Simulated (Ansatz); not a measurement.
# NO (nitrosyl): the cost of one run

All numbers are computed with the Python package of Ansatz 0.2.0. The levels of theory stand in the script.

### Step 1. The structure

Bond lengths: N1–O2 1.101 Å.

No structure file is read: the coordinates are typed or built in the script.

### Step 2. The code

Contents of no.py:

```python
'''Active-space calculation on NO(+).'''

import ansatz as az

SETTINGS = {
    'basis': 'cc-pVDZ',
    'net_charge': 1,
}


def main() -> None:
    system = (
        az.Crystal.molecule()
        .atom('N', (0.5505, 0.0, 0.0))
        .atom('O', (-0.5505, 0.0, 0.0))
    )

    model = (
        system.calculation()
        .basis(gaussian=SETTINGS['basis'])  # atom-centred Gaussian functions
        .charge(SETTINGS['net_charge'])  # electrons removed from the neutral system
        .correlation(active_electrons=4, active_orbitals=5)  # correlation on top of the mean field
    )
    for method in [None, 'sc_nevpt2', 'fic_mrcisd_q']:
        summary = (model if method is None else model.correlation(method)).run(threads=1).report
        space = summary['configurations']
        state = space['states'][0]
        print(method or 'casscf', f'total {summary["free_energy_ev"] / 27.211386246:.6f} Ha, active-space state {state["energy"]["hartree"]:.6f} Ha, mean field {summary["reference_energy_ev"] / 27.211386246:.6f} Ha')
        print('  determinants', state['n_determinants'], ' natural occupations', [round(n, 3) for n in space['natural_occupations']])
    print('effectively unpaired electrons, sum of min(n, 2 - n):', round(sum(min(n, 2 - n) for n in space['natural_occupations']), 3))


if __name__ == '__main__':
    main()
```

### Step 3. The run

Command:

```
> python no.py
```

What time and memory should one allow on 1 thread of Arm Neoverse V2, shared host?

About 2.5 s, with a peak of 0.15 GiB.
